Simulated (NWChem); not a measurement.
A series in which one site is exchanged, each optimised at PBE0/def2-SVP with NWChem, gas phase unless a solvent is named. Some are not confirmed as minima by frequencies. def2 effective core potentials on Te; no spin-orbit coupling.

A: [CH3][MgH] (CH$_{4}$Mg; site = Mg)
B: C[TeH] (CH₄Te; site = Te)
C: CO (CH₄O; site = O)
D: CS (CH4S; site = S)

Values for A:

dipole (D), PBE0/def2-SVP: 0.50
vertical ionisation energy, ΔSCF, PBE/def2-SVP (eV): 8.83
lowest singlet excitation, CAM-B3LYP/def2-SVPD, TDA (eV): 5.31

Q: How do these values change for the other members?

A: 
```csv
change from A,B,C,D
"dipole (D), PBE0/def2-SVP",+0.60,+1.14,+1.08
"vertical ionisation energy, ΔSCF, PBE/def2-SVP (eV)",-0.59,+1.62,+0.40
"lowest singlet excitation, CAM-B3LYP/def2-SVPD, TDA (eV)",-1.47,+1.61,+0.13
```
